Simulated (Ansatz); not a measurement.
The same path of C$_{3}$H$_{6}$OS (11 atoms, charge 0, multiplicity 1) was run twice with different band settings. The coordinate that changes most is the dihedral C4–C2–S3–H10.

All numbers below come from RKS PBE-D4/def2-SVP in Ansatz.

Relaxed end points:

```xyz
11
Properties=species:S:1:pos:R:3
C -0.346 0.835 0.903
C 0.181 -0.443 0.272
S 1.953 -0.358 -0.258
C -0.568 -0.875 -0.982
O -1.353 -0.166 -1.579
H 0.280 1.141 1.762
H -0.360 1.655 0.159
H -1.389 0.691 1.251
H 0.187 -1.295 0.986
H 1.766 0.665 -1.141
H -0.286 -1.906 -1.351
```

```xyz
11
Properties=species:S:1:pos:R:3
C -0.396 0.886 0.966
C 0.181 -0.278 0.175
S 1.874 0.171 -0.448
C -0.630 -0.614 -1.070
O -1.599 0.013 -1.447
H 0.222 1.110 1.856
H -0.464 1.795 0.335
H -1.425 0.641 1.296
H 0.285 -1.188 0.804
H 2.251 -1.093 -0.793
H -0.232 -1.500 -1.653
```

Common settings: movable images 7; climbing image yes; spring 5.0 eV/Å²; start path IDPP; force threshold 0.05 eV/Å; iteration limit 60; end points relaxed.

| run | optimiser |
| --- | --- |
| 1 | quadratic models (default) |
| 2 | lbfgs |

**Question.** What does each run give, and how far can it be trusted?

**Answer.** Run 1: converged after 9 iterations, highest image 0.157 eV above the first end. A vibrational analysis at the climbing image gives one clearly imaginary mode, 243i cm⁻¹: a first-order saddle point.
Run 2: converged after 39 iterations, highest image 0.161 eV above the first end. The order of the stationary point at the top wasn't checked.
